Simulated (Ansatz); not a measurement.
What each rung costs and misses: atomization of ClF, singlet

Geometry (MP2(full)/6-31G*, from the G2/97 set):

```yaml
atoms:
  - { symbol: F, position_ang: [0.0000, 0.0000, 0.0000] }
  - { symbol: Cl, position_ang: [0.0000, 0.0000, 1.6591] }
```

Measured, as an electronic atomization energy: 61.3 kcal/mol (G2/97 heats of formation of molecule and atoms, with zero-point and thermal terms from B3LYP taken off; Curtiss et al., J. Chem. Phys. 106, 1063 (1997), Staroverov et al., J. Chem. Phys. 119, 12129 (2003)). The measured value holds scalar relativity and spin–orbit coupling, which all computed ones lack, and core correlation, which the wave-function levels lack. Atoms are taken at the same level; beside RHF, RMP2 and RCC rows they are unrestricted. Truncated CI is not size-consistent. The atoms' steps beyond CCSDT(Q) are taken from restricted open-shell runs, which share full CI's core. Ansatz 0.2.0; the 6-31G* set has Cartesian d functions; a miss is computed less measured; times are wall times on shared hosts and scatter by a factor of two or so. A small miss in a small set is a cancellation of the method's error against the basis error.

```
                   level        basis  miss (kcal/mol)      time of the run              hardware
                     RHF       STO-3G            -59.3               0.09 s          1 CPU thread
                    RMP2       STO-3G            -38.8                    –                     –
                     PBE       STO-3G              9.3                0.4 s          1 CPU thread
                  r2SCAN       STO-3G             -2.1               0.52 s          1 CPU thread
                   B3LYP       STO-3G             -2.0               0.24 s          1 CPU thread
                 wB97M-V       STO-3G              1.8                1.2 s          1 CPU thread
                  B2PLYP       STO-3G            -16.5               0.28 s          1 CPU thread
                     RHF        6-31G            -77.7               0.15 s          1 CPU thread
                    RMP2        6-31G            -34.3                    –                     –
               RCCSDT(Q)        6-31G            -35.7                  1 s          1 CPU thread
                 RCCSDTQ        6-31G            -35.8                 12 s          1 CPU thread
MRCISD+Q (valence space)        6-31G            -37.0                  1 s          1 CPU thread
                  r2SCAN        6-31G            -21.2               0.61 s          1 CPU thread
                   B3LYP        6-31G            -23.3               0.27 s          1 CPU thread
                  B2PLYP        6-31G            -29.0               0.33 s          1 CPU thread
                    RMP2       6-31G*             -6.6                    –                     –
                RCCSD(T)       6-31G*            -10.8                0.3 s          1 CPU thread
               RCCSDT(Q)       6-31G*            -10.3                2.8 s          1 CPU thread
                 RCCSDTQ       6-31G*            -10.4                 17 s  H100 + 2 CPU threads
MRCISD+Q (valence space)       6-31G*            -12.7                1.3 s          1 CPU thread
                  r2SCAN       6-31G*             -2.7               0.91 s          1 CPU thread
                     RHF  cc-pV(D+d)Z            -61.5               0.33 s          1 CPU thread
                    RMP2  cc-pV(D+d)Z            -13.0                    –                     –
                 RCCSDTQ  cc-pV(D+d)Z            -16.4                 23 s  H100 + 2 CPU threads
MRCISD+Q (valence space)  cc-pV(D+d)Z            -18.9                1.8 s          1 CPU thread
                  r2SCAN  cc-pV(D+d)Z             -4.4               0.73 s          1 CPU thread
                   B3LYP  cc-pV(D+d)Z             -5.7               0.49 s          1 CPU thread
                 wB97M-V  cc-pV(D+d)Z             -3.0                1.2 s          1 CPU thread
                     RHF  cc-pV(T+d)Z            -55.5                  1 s          1 CPU thread
MRCISD+Q (valence space)  cc-pV(T+d)Z             -9.6                  7 s  H100 + 2 CPU threads
                     PBE  cc-pV(T+d)Z             10.5               0.43 s          1 CPU thread
                   B3LYP  cc-pV(T+d)Z             -1.4               0.77 s          1 CPU thread
                 wB97M-V  cc-pV(T+d)Z              1.5  1.9 s (with forces)          1 CPU thread
                     RHF  cc-pV(Q+d)Z            -54.4                2.5 s          1 CPU thread
                    RMP2  cc-pV(Q+d)Z              4.4                    –                     –
                RCCSD(T)  cc-pV(Q+d)Z             -1.7                  4 s          1 CPU thread
               RCCSDT(Q)  cc-pV(Q+d)Z             -1.4                 54 s  H100 + 2 CPU threads
                     PBE  cc-pV(Q+d)Z             11.2               0.78 s          1 CPU thread
                 wB97M-V  cc-pV(Q+d)Z              2.1                2.6 s          1 CPU thread
                  B2PLYP  cc-pV(Q+d)Z             -0.9                2.2 s          1 CPU thread
```

HF's time is that of a plain UHF run. A dash: the level came out of a higher level's run.

A composite of the best parts (restricted reference, at this geometry, which isn't the minimum of the high levels):

```json
{"part": "Hartree–Fock limit (T, Q; exp(−5.46 √X))", "kcal/mol": "7.23"}
{"part": "CCSD(T) correlation limit (T, Q; X⁻³)", "kcal/mol": "54.72"}
{"part": "CCSDT − CCSD(T) (QZ)", "kcal/mol": "-0.27"}
{"part": "(Q) (QZ)", "kcal/mol": "0.56"}
{"part": "CCSDTQ − CCSDT(Q) (DZ)", "kcal/mol": "-0.05"}
{"part": "sum", "kcal/mol": "62.2"}
{"part": "sum less measured", "kcal/mol": "0.9"}
```
